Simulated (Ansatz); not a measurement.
Consider the ligand exchange at a Mg–N bond: `[NH2][Mg][SH]` + HCl → `[SH][Mg][Cl]` + NH₃.

Isolated molecules relaxed with PBE0-D4/def2-TZVP in Ansatz; ΔE leaves out vibrations. CCSD(T)/CBS adds triple-zeta CCSD(T) − MP2 to the extrapolated MP2 energy (def2 sets, frozen cores). This one scheme is used for every species. DFT in def2-TZVPP. B3LYP here is the variant with VWN-RPA as its local correlation; programs differ in this. HSE06 is defined as in plane-wave codes. For Mg outer-core shells are correlated without core-valence functions, which leaves a few kJ/mol of doubt a bond. Each species was taken in one conformer, which may not be the lowest.

```tsv
level	ΔE (kJ/mol)	difference from CCSD(T)/CBS
LDA (SPW92)	-133.3	8.6
PBE-D4	-139.4	2.5
r2SCAN-D4	-146.3	-4.4
B97M-V	-149.9	-8.0
PBE0-D4	-146.0	-4.1
B3LYP-D4	-142.6	-0.7
r2SCANh-D4	-147.8	-5.9
r2SCAN0-D4	-150.0	-8.1
HSE06-D4	-146.3	-4.4
BHLYP-D4	-150.3	-8.4
CAM-B3LYP-D4	-141.5	0.4
ωB97X-V	-144.5	-2.6
ωB97M-V	-143.3	-1.4
B2PLYP	-142.2	-0.3
PBE-QIDH	-146.9	-5.0
revPBE	-141.8	0.1
BLYP	-138.0	3.9
r2SCAN	-146.4	-4.5
PBE0	-146.3	-4.4
B3LYP	-143.2	-1.3
r2SCANh	-147.9	-6.0
HSE06	-146.5	-4.6
CAM-B3LYP	-141.7	0.2
LC-ωPBE	-142.7	-0.8
RPA@PBE/def2-TZVPP	-132.2	9.7
HF/def2-SVP	-165.9	-24.0
MP2/def2-SVP	-145.3	-3.4
CCSD/def2-SVP	-146.4	-4.5
CCSD(T)/def2-SVP	-145.0	-3.1
HF/def2-TZVPP	-161.5	-19.6
MP2/def2-TZVPP	-139.1	2.8
SCS-MP2/def2-TZVPP	-138.9	3.0
CCSD/def2-TZVPP	-140.2	1.7
CCSD(T)/def2-TZVPP	-138.3	3.6
HF/def2-QZVPP	-161.8	-19.9
MP2/def2-QZVPP	-141.3	0.6
SCS-MP2/def2-QZVPP	-141.3	0.6
HF/CBS(def2)	-161.9	-20.0
MP2/CBS(def2)	-142.8	-0.9
CCSD/CBS(def2)	-143.8	-1.9
CCSD(T)/CBS	-141.9	0
```

Largest T1 diagnostic among the species: 0.009.

In def2-TZVPP, CCSD(T) changes the Hartree–Fock value by +23.2 kJ/mol (the triples alone add +1.9 kJ/mol) and MP2 by +22.3 kJ/mol. Leaving LDA and LC-ωPBE aside and taking each functional with its dispersion term where it has one, the values, not all of them listed here, spread over 13.3 kJ/mol, from BHLYP-D4 to BLYP-D4. LDA lies +6.5 kJ/mol from PBE without D4. At CCSD(T), def2-SVP lies −3.1 kJ/mol from the extrapolated value and def2-TZVPP +3.6 kJ/mol.
